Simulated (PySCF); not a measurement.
A ladder for the ionisation energy of S

S [Ne] 3s2 3p4 (3P) → S⁺ [Ne] 3s2 3p3 (4S). Scalar values calculated with PySCF 2.14 in dyall-acv3z (spin-free X2C; valence: [Ne] frozen; valence and next inner shell: 1s2 frozen). The spin-orbit shift comes from two-component X2C-1e calculations (generalised Hartree-Fock, GHF, and MP2 on its spinors, GMP2) in x2c-QZVPPall-2c: GMP2 gives 10.083 eV without and 10.109 eV with screened spin-orbit coupling, a shift of 0.026 eV (GHF: 0.026 eV). Sums use unrounded values; where a UHF row is shifted, it takes the GHF shift.

```
                                method  scalar (eV)
                                   UHF        9.221
                         MP2 (valence)        9.998
                     SCS-MP2 (valence)       10.082
                        CCSD (valence)       10.105
                     CCSD(T) (valence)       10.146
                                   LDA       10.553
                                   PBE       10.415
                                  PBE0       10.389
                                r2SCAN       10.352
                                  BLYP       10.405
                             BHandHLYP       10.345
                                revPBE       10.385
    MP2 (valence and next inner shell)       10.009
SCS-MP2 (valence and next inner shell)       10.088
```

Question: Form a composite estimate from CCSD(T) (valence) and the spin-orbit shift, and compare it with the reference, 10.360 eV (measured; NIST Atomic Spectra Database, ionization energies).

Answer: 10.146 + (0.026) = 10.172 eV, an error of -0.188 eV.

The errors of the correlated levels include the incompleteness of the basis and the frozen core, so a lower level can come closer by cancellation.
